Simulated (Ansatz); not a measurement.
# C₃H₅N: a ladder of functionals and wavefunction methods

The task here is to estimate one member of a computed series from the others.

The runs use Ansatz 0.2.0, Gaussian basis; functionals in def2-TZVPP, the program's frozen cores in correlated methods.

Plan: LDA (SPW92), PBE-D4, revPBE-D4, BLYP-D4, r2SCAN-D4, B97M-V, PBE0-D4, B3LYP-D4, r2SCANh-D4, r2SCAN0-D4, HSE06-D4, BHLYP-D4, CAM-B3LYP-D4, LC-ωPBE, ωB97X-V, ωB97M-V, B2PLYP, PBE-QIDH; CCSD(T)/def2-SVP; CCSD(T)/def2-TZVPP; MP2/def2-QZVPP; extrapolation to the limit; RPA on PBE.

**The geometry**

An earlier PBE0-D4 in a triple-zeta def2 set relaxation fixed the geometry.

SMILES `C1=CNC1`, 9 atoms, charge 0, spin multiplicity 1.

Atoms are counted from 1 here; the program's logs count them from 0.

Bond lengths: C1–C2 1.339 Å, C1–C4 1.507 Å, C1–H5 1.078 Å, C2–N3 1.417 Å, C2–H6 1.084 Å, N3–C4 1.493 Å, N3–H7 1.015 Å, C4–H8 1.093 Å, C4–H9 1.093 Å. Angles: C2–C1–C4 89.0°, C2–C1–H5 135.8°, C4–C1–H5 134.6°, C1–C2–N3 96.9°, C1–C2–H6 136.9°, N3–C2–H6 126.0°, C2–N3–C4 86.8°, C2–N3–H7 116.9°, C4–N3–H7 115.9°, C1–C4–N3 86.9°, C1–C4–H8 117.2°, C1–C4–H9 115.6°, N3–C4–H8 112.5°, N3–C4–H9 113.1°, H8–C4–H9 109.8°.

Set-up of the first run:

File in.yaml:

```yaml
crystal:
  periodic: [false, false, false]
  atoms:
    - {symbol: C, position_ang: [-0.624908, 0.791028, 0.003635]}
    - {symbol: C, position_ang: [0.673865, 0.792343, -0.323122]}
    - {symbol: N, position_ang: [0.856112, -0.612448, -0.306571]}
    - {symbol: C, position_ang: [-0.555682, -0.704658, 0.170337]}
    - {symbol: H, position_ang: [-1.422006, 1.517074, 0.006269]}
    - {symbol: H, position_ang: [1.419509, 1.528460, -0.600095]}
    - {symbol: H, position_ang: [1.562018, -0.976970, 0.324527]}
    - {symbol: H, position_ang: [-1.181589, -1.310987, -0.489567]}
    - {symbol: H, position_ang: [-0.638820, -1.070143, 1.197386]}
basis:
  gaussian: {orbitals: def2-TZVPP}
hamiltonian: {xc: lda}
output: {orbitals: {seedname: orbitals}}
```

Launch:

```console
ansatz run in.yaml --threads 2 --pin off --events-out ev --progress --plain --max-ram 4352MiB
```

Among the steps run: LDA; PBE-D4 (GGA); revPBE-D4 (GGA); BLYP-D4 (GGA); r2SCAN-D4 (meta-GGA); B97M-V (meta-GGA); B3LYP-D4 (hybrid); r2SCANh-D4 (hybrid); r2SCAN0-D4 (hybrid); HSE06-D4 (hybrid); BHLYP-D4 (hybrid); CAM-B3LYP-D4 (range-separated); LC-ωPBE (range-separated); ωB97X-V (range-separated); ωB97M-V (range-separated); B2PLYP (double hybrid); PBE-QIDH (double hybrid).

One table of the session follows, with a row left open; its other results are not shown here.

It belongs to the step «Orbital energies across the functionals». 

| functional | HOMO (eV) | LUMO (eV) | gap (eV) |
| --- | --- | --- | --- |
| LDA (SPW92) | -5.17 | -0.52 | 4.65 |
| PBE-D4 | -5.01 | -0.32 | 4.69 |
| revPBE-D4 | -4.95 | -0.24 | 4.71 |
| BLYP-D4 | -4.87 | -0.23 | 4.65 |
| r2SCAN-D4 | -5.21 | -0.09 | 5.12 |
| B97M-V | -5.28 | -0.06 | 5.21 |
| PBE0-D4 | -6.20 | 0.67 | 6.87 |
| B3LYP-D4 | -5.99 | 0.40 | 6.39 |
| r2SCANh-D4 | -5.66 | 0.27 | 5.93 |
| r2SCAN0-D4 | -6.34 | 0.81 | 7.15 |
| HSE06-D4 | -5.80 | 0.28 | 6.08 |
| BHLYP-D4 | -7.26 | 1.70 | 8.96 |
| CAM-B3LYP-D4 | ? | ? | ? |
| LC-ωPBE | -8.90 | 2.97 | 11.87 |
| ωB97X-V | -8.53 | 2.88 | 11.42 |
| ωB97M-V | -8.46 | 2.68 | 11.13 |

Estimate the missing values for CAM-B3LYP-D4.

The run gave: HOMO (eV): -7.54; LUMO (eV): 1.77; gap (eV): 9.31. In the column «HOMO (eV)» it lies between ωB97M-V (-8.46) and BHLYP-D4 (-7.26).
